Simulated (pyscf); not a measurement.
# Addition across a multiple bond or ene-type step: `[CH2]=[CH][SiH3]` + `[ClH]` → `[SiH3][CH2][CH2][Cl]`

Gas phase, singlet surface, charge 0. Bonds broken: Cl10–H11. Bonds formed: C1–Cl10, C2–H11. Single points on ωB97X-D3(BJ)/def2-SVP structures (PySCF, gas phase). Correlated levels are frozen-core, on RHF or UHF. ΔMP2 is the change of the MP2 total energy from the triple- to the quadruple-zeta basis.

Transition state (Å):

```xyz
11

C     -2.1545    -0.0972     0.4862
C     -1.3188     0.7782    -0.2216
Si     0.3239     0.2117    -0.9484
H     -3.2067     0.1315     0.6838
H     -1.8125    -1.0874     0.8011
H     -1.8047     1.6748    -0.6268
H      0.7518    -1.0034    -0.2001
H      0.1687    -0.1238    -2.3935
H      1.3358     1.2932    -0.8083
Cl    -1.3500     0.7776     2.6891
H     -1.0237     1.0768     0.9994
```

One imaginary mode, 1679i cm⁻¹; descent along it reached the two sides named.

```json
[
 {"bond": "Cl10–H11", "change": "breaks", "reactant side (Å)": "1.288", "saddle": "1.747", "product side": "2.9"},
 {"bond": "C1–Cl10", "change": "forms", "reactant side (Å)": "3.7", "saddle": "2.503", "product side": "1.794"},
 {"bond": "C2–H11", "change": "forms", "reactant side (Å)": "2.497", "saddle": "1.291", "product side": "1.103"}
]
```

Electronic energies relative to the separated reactants (kcal/mol):

```
level                             barrier  reaction energy  reverse barrier
--------------------------------  -------  ---------------  ---------------
ωB97X-D3(BJ)/def2-TZVP               38.1            -23.4             61.5
PBE/def2-TZVP                        30.5            -20.9             51.4
r²SCAN/def2-TZVP                     31.9            -21.9             53.8
B3LYP-D3(BJ)/def2-TZVP               34.9            -19.4             54.4
PBE0-D3(BJ)/def2-TZVP                32.9            -24.5             57.4
M06-2X/def2-TZVP                     38.0            -21.9             59.9
ωB97M-D3(BJ)/def2-TZVP               38.4            -20.4             58.8
HF/def2-TZVP                         50.6            -14.7             65.2
MP2/def2-QZVPP                       39.7            -21.4             61.1
CCSD/def2-TZVPP                      44.9            -18.3             63.2
CCSD(T)/def2-TZVPP                   42.1            -18.5             60.6
CCSD(T)/def2-TZVPP + ΔMP2(QZVPP)     40.7            -19.0             59.7
```

With CCSD(T)/def2-TZVPP + ΔMP2(QZVPP) energies and thermal terms (ideal gas, 1 atm, RRHO with modes under 100 cm⁻¹ raised to 100, one conformer, R ln 2 for chiral ones without a mode under 150 cm⁻¹), in kcal/mol:

```json
[
 {"T (K)": "298", "ΔH‡": "39.6", "ΔG‡": "49.5", "ΔH": "-15.1", "ΔG": "-4.8"},
 {"T (K)": "600", "ΔH‡": "39.7", "ΔG‡": "59.5", "ΔH": "-15.4", "ΔG": "+5.7"},
 {"T (K)": "900", "ΔH‡": "40.1", "ΔG‡": "69.3", "ΔH": "-15.1", "ΔG": "+16.3"},
 {"T (K)": "1200", "ΔH‡": "40.6", "ΔG‡": "79.0", "ΔH": "-14.5", "ΔG": "+26.6"}
]
```

H₃Si–CH₂–CH₂–Cl lies 37.9 kcal/mol over its isomer H₃C–CH₂–SiH₂–Cl (electronic energy, ωB97M-D3(BJ)). This is the saddle that the search found; another between the same sides may lie lower. The CCSD(T) − MP2 part came from Ansatz, without density fitting, on the same reference.
